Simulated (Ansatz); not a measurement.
Two structures of C2H10Si, singlet, reached by relaxing down either side of one saddle point (PBE0-D4/def2-TZVP). Energies are electronic, without zero-point energy. Ansatz 0.2.0; basis: def2-TZVPP and def2-QZVPP; cores frozen in the correlated methods. Extrapolation: Hartree–Fock as exp(−7.88 √X), correlation as X^−2.97. First:

Si1  (-0.938, -0.195, 0.087)
C2  (0.275, -1.609, 0.266)
H3  (-2.290, -0.735, -0.234)
H4  (-1.049, 0.532, 1.385)
C5  (-0.407, 0.999, -1.253)
H6  (2.214, 1.531, 1.628)
H7  (1.495, 1.444, 1.810)
H8  (-0.043, -2.301, 1.049)
H9  (0.358, -2.171, -0.667)
H10  (1.269, -1.238, 0.527)
H11  (-0.338, 0.493, -2.220)
H12  (0.572, 1.428, -1.026)
H13  (-1.120, 1.820, -1.353)
(Å)

Second:

```xyz
13
angstrom
Si -1.1380 1.1633 0.6227
C 1.2660 -1.9901 0.2954
H -1.9037 -0.1069 0.7447
H -2.0650 2.2918 0.9100
C -0.4025 1.3338 -1.0884
H 1.8736 -1.0899 0.3875
H -0.0708 1.1639 1.6597
H 0.3722 -1.8899 0.9106
H 0.9769 -2.1327 -0.7458
H 1.8429 -2.8512 0.6312
H 0.2769 0.5060 -1.3014
H 0.1582 2.2668 -1.1776
H -1.1868 1.3353 -1.8486
```

Question: Which bonds change from the first to the second?

Answer: C₂H₈Si (C[SiH2]C) + H₂ → CH₆Si ([CH3][SiH3]) + CH₄; bonds formed: Si1–H7, C2–H6; bonds broken: Si1–C2, H6–H7.

Question: Give the saddle point's structure and its height above each. (An estimate is asked for; the value comes from the calculation.)

Answer: The calculation gives: 304.7 kJ/mol above the first and 332.4 kJ/mol above the second (CCSD(T) at an estimated basis limit (MP2 extrapolated from triple and quadruple zeta, plus CCSD(T) − MP2 in triple zeta)).
```xyz
13
angstrom
Si -0.5490 0.2811 0.3217
C 0.6340 -1.5375 0.5549
H -1.6016 -0.7050 -0.1586
H -1.1283 0.7635 1.6027
C -0.3803 1.3960 -1.1686
H 0.9436 -0.2349 0.7781
H 0.9643 0.8964 0.8830
H -0.0643 -2.0613 1.2065
H 0.5449 -1.8875 -0.4734
H 1.6575 -1.7292 0.9045
H 0.3561 0.9695 -1.8565
H -0.0422 2.3964 -0.8950
H -1.3345 1.4527 -1.6995
```

T1 diagnostic: at most 0.011. The end structure is not quite a true minimum (one mode of 27i cm⁻¹).

Labels in which every atom is bracketed show which atoms are joined, not bond orders.

For scale, one of the runs: CCSD(T)/def2-TZVPP, 244 basis functions, launched by `ansatz run in.yaml --threads 4 --pin off --events-out ev --progress --plain --max-ram 9574MiB`. Hardware: 4 CPU threads of an Intel Xeon, shared host. Wall time 100 s; peak host memory 4.8 GiB.
